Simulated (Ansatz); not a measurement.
**BH2O (quartet): wave-function methods side by side, cc-pVDZ**

One table from this session's results is given with a row withheld; the runs are named, their logs left out.

The runs use Ansatz 0.2.0, Gaussian basis; cc-pVDZ, core rule «outside noble gas», up to 2 orbitals frozen.

To be run: UHF; CCSD(T) on ROHF; CCSD(T) on UHF; BCCD(T) on ROHF; CISD as a restricted active space (open shells left free, so some higher excitations enter); CCSDT(Q) on ROHF; CCSDT(Q) on UHF.

27 further runs of the same task are left out: 15 for a known fault of the program, 4 that didn't finish, 8 set aside as unsound or not needed. Runs told in other sessions of the task aren't counted.

## The system

The geometry is a PBE0/def2-TZVP stationary point (not a proven minimum) of the parent state, kept for this charge and spin.

4 atoms, charge 0, spin multiplicity 4.

Atoms are counted from 1 here; the program's logs count them from 0.

Bond lengths: B1–O2 1.333 Å, B1–H3 1.201 Å, O2–H4 0.961 Å. Angles: O2–B1–H3 121.0°, B1–O2–H4 114.7°.

Geometry (Å):

```xyz
4
BH2O
B     0.0000   -0.2384    0.7416
O     0.0000    0.1607   -0.5303
H     0.0000    0.5590    1.6392
H     0.0000   -0.5526   -1.1750
```

The first run:

File in.yaml:

```yaml
crystal:
  periodic: [false, false, false]
  atoms:
    - {symbol: B, position_ang: [0.000000, -0.238444, 0.741561]}
    - {symbol: O, position_ang: [0.000000, 0.160716, -0.530327]}
    - {symbol: H, position_ang: [0.000000, 0.558957, 1.639208]}
    - {symbol: H, position_ang: [0.000000, -0.552553, -1.174989]}
basis:
  gaussian: {orbitals: cc-pVDZ}
magnetization: {spin_polarized: true, initial_magnetization: 3}
hamiltonian: {xc: hf}
output: {orbitals: {seedname: orbitals}}
```

On the command line:

```
$ ansatz run in.yaml --threads 1 --pin off --events-out ev --progress --plain --max-ram 2393MiB
```

Among the steps run: UHF; CCSD(T) on ROHF; CCSD(T) on UHF; BCCD(T) on ROHF; CISD as a restricted active space (open shells left free, so some higher excitations enter); CCSDT(Q) on ROHF; CCSDT(Q) on UHF.

One table of the session follows, with a row left open; its other results are not shown here.

| method | from UCCSDT(Q) (kJ/mol) |
| --- | --- |
| ROHF | +630.6 |
| UHF | +614.3 |
| RMP2 | +84.7 |
| UMP2 | +84.7 |
| CISD | +43.9 |
| RCCSD | +12.3 |
| UCCSD | +12.0 |
| RCCSD(T) | +2.2 |
| UCCSD(T) | +2.1 |
| BCCD(T) | +2.2 |
| RCCSDT | +0.8 |
| UCCSDT | +0.6 |
| RCCSDT(Q) | ? |
| UCCSDT(Q) | 0 |

Q: Estimate the row for RCCSDT(Q) from the others.

**Answer.** from UCCSDT(Q) (kJ/mol): +0.1. In the column «from UCCSDT(Q) (kJ/mol)» it lies between UCCSDT(Q) (0) and UCCSDT (+0.6).

To keep in mind: Restricted and unrestricted rows rest on different reference determinants; a gap between their highest levels can come from leftover correlation error, from unlike frozen cores or from another state.
